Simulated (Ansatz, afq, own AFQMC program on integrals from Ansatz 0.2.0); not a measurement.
SbH⁺, quartet in def2-TZVP, levels against full CI

```xyz
2

Sb    0.0000    0.0000    0.0000
H     0.0000    0.0000    3.3920
```

Basis def2-TZVP with its core potentials. Noble-gas cores (and the filled d shells of Ga–Kr and In–Xe) are frozen. Integrals, coupled cluster, full CI and functionals: Ansatz 0.2.0; the random walks run on the same integrals in our own AFQMC program. The CISD trial takes its coefficients from CCSD amplitudes. Released means that phaseless walkers are propagated on without the constraint, phases kept. Uncertainties: one standard error, sampling alone. No spin–orbit coupling.

Determinant: UHF, the one that the program's search chose, which needn't be the lowest solution. The geometry is a point of a scan.

Full CI on the same integrals is exact in this basis and with this determinant's frozen core.

Cautions: no spin-orbit coupling; inner d shell frozen; lower spins were not checked; the released energies have errors that jump between times, so the bars are unsure, so no released level is given (meV from the phaseless value at times in 1/Eh: -34 ± 35 at 0.24, -0.6 ± 0.5 at 0.51, 0.4 ± 0.6 at 0.99, -4 ± 3 at 1.62, -0.1 ± 1.5 at 2.40), though the last usable value meets full CI within the noise.

- T1 diagnostic: 0.0084
- weight of the determinant in the CISD state: 0.953
- ⟨S²⟩ of the determinant: 3.759
- size of the correlated space: 5 electrons in 47 orbitals

```csv
level,correlation energy (eV)
MP2,-1.2551
CCSD,-1.6150
CCSD(T),-1.6538
```

(1) Estimate where phaseless AFQMC with a CISD trial lies against CCSD(T) on the same integrals.

(1) 0.43 ± 0.03 mEh below CCSD(T).

Reference: full CI, correlation energy -1.666 eV.

```tsv
level	E − E(reference) (mEh)	share of correlation (%)
CCSD(T)	0.44	99.28
CCSDT	0.03	99.95
CCSDT(Q)	0.01	99.99
ph-AFQMC/CISD	0.01 ± 0.03	99.99
```

CCSDT and higher add their correlation energy to the determinant of the CCSD(T) run, since their own runs factorise the integrals more tightly (a shift of under 2 meV). A walk keeps the symmetry of its determinant, which the program's search chose and which needn't be the lowest solution, so a lower state of the same spin and another symmetry isn't excluded.
